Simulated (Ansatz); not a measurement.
```yaml
crystal:
  periodic: [false, false, false]
  atoms:
    - {symbol: Ge, position_ang: [0.002125, -0.002266, -0.587242]}
    - {symbol: Cl, position_ang: [1.197796, 1.204678, 0.642425]}
    - {symbol: Cl, position_ang: [-1.202447, -1.199717, 0.643019]}
    - {symbol: H, position_ang: [-0.876398, 0.874526, -1.452888]}
    - {symbol: H, position_ang: [0.886865, -0.885689, -1.439715]}
basis:
  gaussian: {orbitals: def2-TZVP}
hamiltonian: {xc: pbe0}
relax: {f_tol: 0.004, max_steps: 80}
```

```sh
$ ansatz run in.yaml --threads 1 --pin off --events-out ev --progress --plain --max-ram 2176MiB
```

Steps of the relaxation (energy above the last step; positions in Å, forces in eV/Å):

```
5
step 1, 48.6 meV
Ge    0.002   -0.002   -0.587    0.003   -0.003   -0.785
Cl    1.198    1.205    0.642    0.470    0.474    0.456
Cl   -1.202   -1.200    0.643   -0.474   -0.471    0.456
H    -0.876    0.875   -1.453   -0.258    0.257   -0.066
H     0.887   -0.886   -1.440    0.258   -0.258   -0.062
```

```
5
step 2, 0.2 meV
Ge    0.002   -0.002   -0.614    0.000    0.000   -0.066
Cl    1.224    1.231    0.633    0.018    0.018    0.028
Cl   -1.229   -1.226    0.634   -0.018   -0.018    0.028
H    -0.914    0.912   -1.431    0.024   -0.024    0.005
H     0.924   -0.923   -1.417   -0.024    0.024    0.005
```

```
5
step 3, 0.0 meV
Ge    0.002   -0.002   -0.614    0.000    0.000   -0.009
Cl    1.224    1.231    0.638   -0.002   -0.002   -0.002
Cl   -1.228   -1.226    0.639    0.002    0.002   -0.002
H    -0.911    0.909   -1.435    0.000    0.000    0.006
H     0.921   -0.920   -1.422   -0.001    0.001    0.006
```

```
5
step 4, 0.0 meV
Ge    0.002   -0.002   -0.615    0.000    0.000   -0.002
Cl    1.224    1.230    0.638    0.000    0.000    0.000
Cl   -1.228   -1.226    0.638    0.000    0.000    0.000
H    -0.911    0.909   -1.434    0.001   -0.001    0.001
H     0.921   -0.920   -1.421   -0.001    0.001    0.001
```

Close pairs at the end: Ge1–H4 1.529 Å, Ge1–H5 1.529 Å, Ge1–Cl2 2.140 Å, Ge1–Cl3 2.140 Å.

A stationary point of restricted PBE0 after 4 steps (its stability towards spin polarisation wasn't tested); no frequencies were run, so it isn't proven a minimum. 34 s on 1 thread of Intel Xeon Platinum 8375C, shared host.
